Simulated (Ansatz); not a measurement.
Cost and result up the ladder for AlN₂ (the lowest doublet isomer of a short search) (3 atoms). Total charge 0; doublet. Geometry: r2SCAN-D4/def2-TZVP.

```xyz
3

Al   -0.703    0.335   -1.506
N     0.124   -0.055    0.247
N     0.579   -0.280    1.259
```

Ansatz on 4 threads of Arm Neoverse V2 on a shared host. Times are rough, and most runs start from the orbitals of an earlier one. PBE0-D4/def2-TZVPD serves as the yardstick here, not as an exact answer. Differences are given only for rows in sets of like size (and for xTB, whose basis is part of the method), since another set adds its own error. Binding counts from free atoms at the same level (Al doublet, N quartet; other spins of the atoms weren't run), without zero-point energy or a counterpoise term.

LC-ωPBE has ω = 0.4 bohr⁻¹. B3LYP takes the VWN-RPA correlation. Correlated methods freeze 7 core orbitals. HOMO above LUMO, or a gap near zero within one spin, warns that the state may not be the lowest or that an electron is smeared out. The structure comes from a short search, and lower isomers may exist.

Correlated methods converge slowly with the basis.

```tsv
level	functions	wall time	binding energy per atom (eV)	difference from PBE0-D4/def2-TZVPD (eV)	remarks
LDA (SPW92)/def2-TZVP	99	0.65 s	4.12	0.77	gap within one spin near zero
PBE-D4/def2-SVP	46	0.7 s	3.70	–	–
PBE0-D4/def2-SVP	46	0.8 s	3.35	–	–
B3LYP-D4/6-31G	31	0.9 s	2.91	–	–
MP2/def2-TZVP	99	1 s	3.18	-0.17	spin-contaminated (⟨S²⟩ 0.84)
PBE-D4/def2-TZVP	99	1.3 s	3.67	0.33	–
revPBE-D4/def2-TZVP	99	1.3 s	3.53	0.18	–
B3LYP-D4/def2-TZVP	99	1.5 s	3.41	0.07	–
PBE-D4/def2-TZVPD	117	1.7 s	3.68	0.33	–
LC-ωPBE/def2-TZVP	99	1.7 s	3.28	-0.07	–
PBE0-D4/def2-TZVPD	117	2.1 s	3.35	0.00	–
CCSD(T)/def2-TZVPD	117	3.8 s	3.08	-0.26	spin-contaminated (⟨S²⟩ 0.84)
B97M-V/def2-TZVP	99	6 s	3.38	0.04	–
r2SCAN-D4/def2-TZVPD	117	17 s	3.31	-0.04	–
```
